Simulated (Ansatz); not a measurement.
# Which is lower?

Two relaxed structures of CH5SSi (charge +1), closed shell (PBE0-D4/def2-TZVP; forces vanish, vibrations not checked).

A:

```xyz
8
angstrom
C -0.6930 0.5403 -1.4403
S -1.2397 -0.2611 -0.1549
Si 0.5652 -0.4549 1.2030
H 0.3352 0.8762 -1.5477
H -1.3950 0.7551 -2.2438
H 0.1056 0.2426 2.4182
H 0.6920 -1.9186 1.3297
H 1.6298 0.2204 0.4358
```

B:

```tsv
atom	x (Å)	y (Å)	z (Å)
C1	0.4210	-0.4601	1.1358
S2	-1.1182	-0.3868	0.1604
Si3	-0.6061	0.6019	-1.5155
H4	0.7724	1.0816	-1.7192
H5	-1.6678	0.8158	-2.5105
H6	0.2088	0.0351	2.0823
H7	0.6310	-1.5162	1.2992
H8	1.2536	0.0224	0.6287
```

Computed with Ansatz 0.2.0 (basis: def2-TZVPP); correlated methods freeze the cores. B3LYP uses VWN-RPA correlation.

(1) Which structure is lower at CCSD(T), and by how much? (To be estimated.)

T1 diagnostic: at most 0.019. The restricted Hartree–Fock reference is unstable towards an unrestricted one at one or more of these structures.

Results:

(1) The calculation gives: B, by 50.1 kJ/mol (electronic energy, against the other). By their contacts, A is CH₅SSi ([CH2][S][SiH3]), total charge +1 and B is CH₅SSi ([CH3][S][SiH2]), total charge +1.

All methods give the same order:

```
   method  E(B) − E(A) (kJ/mol)
   PBE-D4                 -62.2
r2SCAN-D4                 -61.2
  PBE0-D4                 -65.1
 B3LYP-D4                 -56.1
  wB97M-V                 -58.2
       HF                 -46.0
      MP2                 -60.6
     CCSD                 -51.8
  CCSD(T)                 -50.1
```

Labels in which every atom is bracketed show which atoms are joined, not bond orders.

For scale, one of the runs: CCSD(T)/def2-TZVPP, 185 basis functions, launched by `ansatz run in.yaml --threads 2 --pin off --events-out ev --progress --plain --max-ram 4352MiB`. Hardware: 2 CPU threads of an Arm Neoverse V2, shared host. Wall time 23 s; peak host memory 1.7 GiB.
